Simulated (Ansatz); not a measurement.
CCSD(T) against full CI for several species

Each species is computed at the geometry given (Å), with frozen cores, in Ansatz 0.2.0: RHF-CCSD(T) for singlets, UHF-CCSD(T) otherwise, and full CI in the same basis. The program picks the determinant by trial CCSD, so it needn't be the lowest Hartree–Fock solution. States: BH3 A, SiH2 A2, BeMgH2 (H-bridged) A'. Cases whose determinant has another symmetry than full CI's state, or whose (Q) step broke down, weren't drawn.

Task: Judging by size, spin and bonding and the diagnostics given, rank them by the size of CCSD(T)'s error in total energy against full CI in the same basis, smallest first (an estimate).
A. SiH₂, quintet, cc-pVDZ: Si 0.000 -0.051 0.000; H 0.000 0.707 -1.278; H 0.000 0.707 1.278. T1 0.021, (T) -66 meV in a correlation energy of -2.40 eV
B. BeMgH2 (H-bridged), triplet, 6-31G: Be 0.000 -0.113 3.375; Mg 0.000 -0.065 -1.158; H 0.000 1.850 1.819; H 0.000 0.723 -4.067. T1 0.077, (T) -7 meV in a correlation energy of -1.96 eV
C. BH3, singlet, cc-pVDZ: B 0.019 0.007 -0.003; H 1.047 0.030 0.009; H -0.679 1.009 -0.002; H -0.570 -1.113 0.022. T1 0.005, (T) -40 meV in a correlation energy of -3.19 eV

Result: B (5.5 meV), C (10.5 meV), A (24.4 meV).

| species | basis | correlated electrons | CCSD(T) − full CI (meV) | CCSDT(Q) − full CI (meV) | unpaired electrons (full CI) | T1 | ⟨S²⟩ of the determinant |
| --- | --- | --- | --- | --- | --- | --- | --- |
| BeMgH2 (H-bridged), triplet | 6-31G | 6 | 5.5 | 0.5 | 2.28 | 0.077 | 2.40 |
| BH3, singlet | cc-pVDZ | 6 | 10.5 | 0.2 | 0.03 | 0.005 | 0.00 |
| SiH2, quintet | cc-pVDZ | 6 | 24.4 | 0.9 | 4.03 | 0.021 | 6.01 |

Unpaired electrons are Σ n²(2−n)² over natural occupations; an open shell counts its own unpaired electrons too. Frozen cores follow each run's orbitals, which moves totals by a few meV. BeMgH2 (H-bridged), triplet has a large T1 and a small miss, so T1 alone doesn't rank these.
